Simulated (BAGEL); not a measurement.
**HF/6-31G(d) (density fitting with cc-pvqz-jkfit, spherical functions) run of C2H6S (ethanethiol)**

What is the energy change on altering one bond length of C2H6S (ethanethiol) at HF/6-31G* (density fitting with cc-pvqz-jkfit, spherical functions)? 

The calculation is run with BAGEL 1.2.2.

2 further runs of the same task are left out: 2 set aside as unsound or not needed.

## (1) The molecule

C2H6S: 9 atoms, total charge 0, spin state singlet. As SMILES, `CCS`. Geometry: relaxed at PBE0-D4/def2-TZVP. This is one conformer, not always the lowest.

Bond lengths: C1–C2 1.514 Å, C2–S3 1.813 Å, C1–H4 1.091 Å, C1–H5 1.094 Å, C1–H6 1.093 Å, C2–H7 1.093 Å, C2–H8 1.092 Å, S3–H9 1.343 Å. Some angles: C1–C2–S3 114.1°, C1–C2–H7 110.8°, C1–C2–H8 111.5°, S3–C2–H7 104.0°, S3–C2–H8 109.1°, C2–C1–H4 111.0°, C2–C1–H5 110.6°, C2–C1–H6 111.0°, C2–S3–H9 96.8°, H7–C2–H8 106.9°.

## (2) The energy at HF/6-31G(d) (density fitting with cc-pvqz-jkfit, spherical functions)

Input file job.json:

```json
{ "bagel": [

{
  "title": "molecule",
  "basis": "6-31gs.json",
  "df_basis": "cc-pvqz-jkfit",
  "angstrom": true,
  "geometry": [
    { "atom": "C", "xyz": [      -0.681060,       0.352580,      -0.582130 ] },
    { "atom": "C", "xyz": [       0.639520,      -0.221900,      -0.114960 ] },
    { "atom": "S", "xyz": [       0.539160,      -1.132170,       1.449440 ] },
    { "atom": "H", "xyz": [      -1.434960,      -0.430450,      -0.679020 ] },
    { "atom": "H", "xyz": [      -0.564240,       0.844440,      -1.552390 ] },
    { "atom": "H", "xyz": [      -1.058220,       1.094540,       0.125580 ] },
    { "atom": "H", "xyz": [       1.015160,      -0.960450,      -0.827390 ] },
    { "atom": "H", "xyz": [       1.403980,       0.552440,      -0.028340 ] },
    { "atom": "H", "xyz": [       0.140660,      -0.099050,       2.209210 ] }
  ]
},

{
  "title": "hf"
},

{
  "title": "print",
  "file": "orbitals.molden",
  "orbitals": true
}

]}
```

The basis set 6-31G* is read from a file made from the Basis Set Exchange's data (not shown).

On the command line:

```bash
$ BAGEL_NUM_THREADS=1 BAGEL job.json > job.out
```

Standard output:

```text
* using 1 threads per process

  ===============================================================
  ===============================================================

  *** Geometry ***

  { "atom" : "C", "xyz" : [     -1.287017,      0.666280,     -1.100066 ] },
  { "atom" : "C", "xyz" : [      1.208518,     -0.419330,     -0.217243 ] },
  { "atom" : "S", "xyz" : [      1.018865,     -2.139491,      2.739045 ] },
  { "atom" : "H", "xyz" : [     -2.711681,     -0.813433,     -1.283162 ] },
  { "atom" : "H", "xyz" : [     -1.066259,      1.595760,     -2.933592 ] },
  { "atom" : "H", "xyz" : [     -1.999746,      2.068381,      0.237312 ] },
  { "atom" : "H", "xyz" : [      1.918374,     -1.814987,     -1.563540 ] },
  { "atom" : "H", "xyz" : [      2.653138,      1.043960,     -0.053555 ] },
  { "atom" : "H", "xyz" : [      0.265809,     -0.187177,      4.174802 ] },

  Number of auxiliary basis functions:      666

  Since a DF basis is specified, we compute 2- and 3-index integrals:
    o Being stored without compression. Storage requirement is 0.018 GB

  Number of basis functions:       58
  Number of electrons      :       34

    * METHOD: MOLECULE                             0.41

  *** RHF ***

  === Nuclear Repulsion ===
   107.6316810413

      * DIIS with orbital gradients will be used.

  === RHF iteration (6-31gs.json) ===
      0       -476.66432915          0.01516746           0.05
      1       -476.72603876          0.00481083           0.06
      2       -476.73270952          0.00181148           0.06
      3       -476.73367267          0.00023137           0.06
      4       -476.73369558          0.00007613           0.06
      5       -476.73369841          0.00001720           0.06
      6       -476.73369859          0.00000527           0.06
      7       -476.73369861          0.00000144           0.06
      8       -476.73369861          0.00000040           0.06
      9       -476.73369861          0.00000015           0.06
     10       -476.73369861          0.00000006           0.06
     11       -476.73369861          0.00000002           0.06
     12       -476.73369861          0.00000001           0.06
    * SCF iteration converged.

    * Permanent dipole moment:
           (    0.099249,    -0.601980,     0.393699) a.u.

    * METHOD: HF                                   0.89

    * METHOD: PRINT                                0.01

  ===============================================================
```

Wall time 1.5 s (1 thread of Arm Neoverse V2, shared host).

## (3) The distorted shape

Input file input.json:

```json
{ "bagel": [

{
  "title": "molecule",
  "basis": "6-31gs.json",
  "df_basis": "cc-pvqz-jkfit",
  "angstrom": true,
  "geometry": [
    { "atom": "C", "xyz": [      -1.737518,       0.812162,      -0.955864 ] },
    { "atom": "C", "xyz": [       0.639520,      -0.221900,      -0.114960 ] },
    { "atom": "S", "xyz": [       0.539160,      -1.132170,       1.449440 ] },
    { "atom": "H", "xyz": [      -2.491418,       0.029132,      -1.052754 ] },
    { "atom": "H", "xyz": [      -1.620698,       1.304022,      -1.926124 ] },
    { "atom": "H", "xyz": [      -2.114678,       1.554122,      -0.248154 ] },
    { "atom": "H", "xyz": [       1.015160,      -0.960450,      -0.827390 ] },
    { "atom": "H", "xyz": [       1.403980,       0.552440,      -0.028340 ] },
    { "atom": "H", "xyz": [       0.140660,      -0.099050,       2.209210 ] }
  ]
},

{ "title": "hf" },

{ "title": "print", "file": "orbitals.molden", "orbitals": true }

]}
```

The basis set 6-31G* is read from a file made from the Basis Set Exchange's data (not shown).

On the command line:

```bash
$ BAGEL_NUM_THREADS=1 BAGEL input.json > input.out
```

Standard output:

```text
* using 1 threads per process

  ===============================================================
  ===============================================================

  *** Geometry ***

  { "atom" : "C", "xyz" : [     -3.283433,      1.534764,     -1.806321 ] },
  { "atom" : "C", "xyz" : [      1.208518,     -0.419330,     -0.217243 ] },
  { "atom" : "S", "xyz" : [      1.018865,     -2.139491,      2.739045 ] },
  { "atom" : "H", "xyz" : [     -4.708098,      0.055052,     -1.989417 ] },
  { "atom" : "H", "xyz" : [     -3.062675,      2.464244,     -3.639847 ] },
  { "atom" : "H", "xyz" : [     -3.996162,      2.936865,     -0.468943 ] },
  { "atom" : "H", "xyz" : [      1.918374,     -1.814987,     -1.563540 ] },
  { "atom" : "H", "xyz" : [      2.653138,      1.043960,     -0.053555 ] },
  { "atom" : "H", "xyz" : [      0.265809,     -0.187177,      4.174802 ] },

  Number of auxiliary basis functions:      666

  Since a DF basis is specified, we compute 2- and 3-index integrals:
    o Being stored without compression. Storage requirement is 0.018 GB

  Number of basis functions:       58
  Number of electrons      :       34

    * METHOD: MOLECULE                             0.44

  *** RHF ***

  === Nuclear Repulsion ===
    91.9457757685

      * DIIS with orbital gradients will be used.

  === RHF iteration (6-31gs.json) ===
      0       -476.42502470          0.01681062           0.07
      1       -476.50356381          0.01123893           0.06
      2       -476.54256162          0.00273422           0.06
      3       -476.54664804          0.00131449           0.06
      4       -476.54743896          0.00032351           0.06
      5       -476.54756640          0.00010012           0.06
      6       -476.54757672          0.00002623           0.06
      7       -476.54757743          0.00000918           0.06
      8       -476.54757755          0.00000292           0.06
      9       -476.54757756          0.00000102           0.06
     10       -476.54757756          0.00000052           0.06
     11       -476.54757756          0.00000014           0.06
     12       -476.54757756          0.00000007           0.06
     13       -476.54757756          0.00000002           0.06
     14       -476.54757756          0.00000001           0.06
    * SCF iteration converged.

    * Permanent dipole moment:
           (    0.134655,    -0.531761,     0.211947) a.u.

    * METHOD: HF                                   1.08

    * METHOD: PRINT                                0.01

  ===============================================================
```

Wall time 1.7 s (1 thread of Arm Neoverse V2, shared host).

## (4) Results

Level: HF/6-31G* (density fitting with cc-pvqz-jkfit, spherical functions).

| quantity | value |
| --- | --- |
| first shape: total energy | -476.73370 Eh |
| first shape: dipole moment | 1.85 D |
| first shape: HOMO energy | -9.63 eV |
| first shape: LUMO energy | 4.79 eV |
| first shape: HOMO–LUMO gap | 14.42 eV |
| distorted shape: total energy | -476.54758 Eh |
| distorted shape: dipole moment | 1.49 D |
| distorted shape: HOMO energy | -7.93 eV |
| distorted shape: LUMO energy | 1.38 eV |
| distorted shape: HOMO–LUMO gap | 9.31 eV |
| energy change with the C1–C2 bond stretched from 1.514 to 2.725 Å | 5.065 eV |

What this shows: One bond (distorted shape) is far stretched, which a spin-restricted single reference describes badly; a broken-symmetry solution may lie lower. With the C1–C2 bond stretched from 1.514 to 2.725 Å the energy rises by 5.06 eV (489 kJ/mol). The first shape isn't relaxed at this level, so the change isn't measured from a minimum. A restricted reference can't describe the breaking bond well at this length.
